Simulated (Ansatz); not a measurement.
in.yaml

```yaml
crystal:
  periodic: [false, false, false]
  atoms:
    - {symbol: H, position_ang: [-2.734658, 0.000000, -0.000002]}
    - {symbol: H, position_ang: [-1.619658, 0.000000, -0.000001]}
    - {symbol: Si, position_ang: [0.097342, 0.000000, 0.000000]}
    - {symbol: H, position_ang: [0.547316, -1.416253, 0.000000]}
    - {symbol: H, position_ang: [0.547317, 0.708126, -1.226511]}
    - {symbol: H, position_ang: [0.547315, 0.708127, 1.226511]}
basis:
  gaussian: {orbitals: 6-31G, point_charges: [{charge: -0.50, position_ang: [5.291, -0.083, -0.100]}]}
magnetization: {spin_polarized: false, initial_magnetization: 1}
correlation: {method: ccsd, electrons: all}
scf: {lower_state_search: off}
```

```sh
$ ansatz run in.yaml --threads 1 --pin off --events-out ev --progress --plain --max-ram 2393MiB
```

The program prints:

```
these checks for a lower state are left out or cut short: stability, starts, cluster_reference, orbital_swaps, neighbouring_geometries, increment
300 factors; integrals over basis functions are off by at most 6.3e-4 eV
mean field evaluation 1: about -7935.5485 eV, gradient 7.6e0 eV
mean field evaluation 2: about -7935.5518 eV, gradient 7.6e0 eV
mean field evaluation 4: about -7936.0497 eV, gradient 8.7e-1 eV
mean field evaluation 8: about -7936.0909 eV, gradient 3.4e-2 eV
mean field -7936.09095528 eV, -291.6459633309 hartree, gradient 2.7e-6 eV, S^2 0.750000; 0 other end points of the search recorded, 0 dependent functions left out
reference -7936.09095528 eV, -291.6459633309 hartree; 10, 9 occupied and 13, 14 virtual orbitals, 300 factors
second order -1.94670540 eV of doubles, -0.09235558 eV of singles
cycle   1  -2.52974216 eV  change   -4.9e-1 eV  update   6.2e-2
cycle   2  -2.79140174 eV  change   -2.6e-1 eV  update   2.9e-2
cycle   3  -2.80755710 eV  change   -1.6e-2 eV  update   1.0e-2
cycle   4  -2.81376192 eV  change   -6.2e-3 eV  update   4.5e-3
cycle   5  -2.81355486 eV  change    2.1e-4 eV  update   1.3e-3
cycle   6  -2.81383367 eV  change   -2.8e-4 eV  update   3.8e-4
cycle   7  -2.81402875 eV  change   -2.0e-4 eV  update   8.9e-5
cycle   8  -2.81400887 eV  change    2.0e-5 eV  update   3.2e-5
cycle   9  -2.81398829 eV  change    2.1e-5 eV  update   1.2e-5
Total energy: -7938.90494357 eV, -291.7493754931 hartree
Checks for a lower state left out: stability, starts, cluster_reference, orbital_swaps, neighbouring_geometries, increment
```

Ran on 1 thread of Arm Neoverse V2, shared host: 0.24 s wall, 0.07 GiB peak host memory.
